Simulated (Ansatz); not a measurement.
Results of HSE06-D3(BJ) (plane waves, PAW; Ansatz, a program for electronic structure) for 1T (CdI2-type) PtS₂.

Problem. Give the computed interlayer binding energy, layer repeat distance and gap between the layers.

Solution. 
- interlayer binding energy = 46.8 meV/Å²
- layer repeat distance = 4.690 Å
- gap between the layers = 2.296 Å

Note: exact exchange on metals is sensitive to the k mesh and can open a false gap.

Spin–orbit coupling is not included.

The computed numbers hold no vibrational or temperature effects.

It cost around 50 core-minutes (rough) of CPU time.
